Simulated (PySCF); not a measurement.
SnH$_{4}$, singlet: reading a ladder of total energies

Geometry: a PBE0/def2-TZVP stationary point for this spin, not checked as a minimum.

```json
{"atom": "Sn", "x (Å)": "0.0000", "y (Å)": "0.0000", "z (Å)": "0.0000"}
{"atom": "H", "x (Å)": "0.9788", "y (Å)": "0.9872", "z (Å)": "0.9851"}
{"atom": "H", "x (Å)": "-0.9890", "y (Å)": "-0.9799", "z (Å)": "0.9822"}
{"atom": "H", "x (Å)": "-0.9784", "y (Å)": "0.9802", "z (Å)": "-0.9924"}
{"atom": "H", "x (Å)": "0.9886", "y (Å)": "-0.9875", "z (Å)": "-0.9749"}
```

Basis def2-SVP with its core potentials; PySCF 2.14.0. Correlated methods freeze the noble-gas cores and the filled d shells of p-block atoms, which leaves 8 electrons in 37 orbitals. R marks a restricted (for open shells ROHF) determinant. No spin–orbit coupling is included; scalar relativity enters through the core potentials alone.

Full CI isn't at hand for all of this; RCCSDT(Q) serves as the reference, and is uncertain by the last step of the cluster series or more.

RCCSD has a T1 diagnostic of 0.010 and a largest doubles amplitude of 0.04.

```tsv
level	total energy (hartree)
RHF	-215.633128
RMP2	-215.734853
RCCSD	-215.763815
RCCSD(T)	-215.765897
RCCSDT	-215.766466
RCCSDT(Q)	-215.766517
```

Question: What is the correlation energy at RCCSDT(Q), and what share of it do RMP2 and RCCSD(T) recover?

Answer: E(corr) = -215.766517 − (-215.633128) = -0.133389 hartree = -3.630 eV. RMP2: -0.101725 / -0.133389 = 76.26 %. RCCSD(T): -0.132769 / -0.133389 = 99.54 %.

Question: By how many kcal/mol does RCCSD(T) miss RCCSDT(Q) (1 hartree = 627.509 kcal/mol), and which steps make up the rest?

Answer: -215.765897 − (-215.766517) = 0.000620 hartree = 0.39 kcal/mol. Steps: RCCSDT − RCCSD(T) = -0.36, RCCSDT(Q) − RCCSDT = -0.03 kcal/mol. That is within 1 kcal/mol of the reference in this basis, which itself misses far more of the correlation at the basis-set limit.
